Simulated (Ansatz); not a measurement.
# CH2ClF: the cost of one run

Program: Ansatz 0.2.0. Level of theory: RKS PBE0-D4/def2-SVP. These are calculated values, not measurements.

### Step 1. The starting structure

Bond lengths: F1–C2 1.308 Å, C2–Cl3 1.778 Å, C2–H4 1.140 Å, C2–H5 1.101 Å. Angles: F1–C2–Cl3 109.3°, F1–C2–H4 109.3°, F1–C2–H5 111.1°, Cl3–C2–H4 111.2°, Cl3–C2–H5 108.6°, H4–C2–H5 107.4°.

Coordinates:

```xyz
5

F    -0.9536    0.5119    0.7304
C     0.0713    0.0717    0.0482
Cl   -0.4560   -1.2475   -1.0202
H     0.8802   -0.2809    0.7699
H     0.5081    0.8712   -0.5698
```

### Step 2. Preparing the start

input.yaml reads:

```yaml
crystal:
  periodic: [false, false, false]
  atoms:
    - { symbol: F, position_ang: [-0.9536, 0.5119, 0.7304] }
    - { symbol: C, position_ang: [0.0713, 0.0717, 0.0482] }
    - { symbol: Cl, position_ang: [-0.456, -1.2475, -1.0202] }
    - { symbol: H, position_ang: [0.8802, -0.2809, 0.7699] }
    - { symbol: H, position_ang: [0.5081, 0.8712, -0.5698] }
basis:
  gaussian: { orbitals: def2-SVP }
hamiltonian:
  xc: pbe0
  dispersion: d4
relax:
  f_tol: 0.02
  max_steps: 40
scf:
  lower_state_search: "off"
```

Launch:

```
$ ansatz run input.yaml --threads 1 --pin off --max-ram 2048MiB --backend cpu --events-out ev --progress --plain --runs-dir out
```

What time and memory should one allow on 1 thread of Arm Neoverse V2, shared host?

About 3.4 s, with a peak of 0.12 GiB.
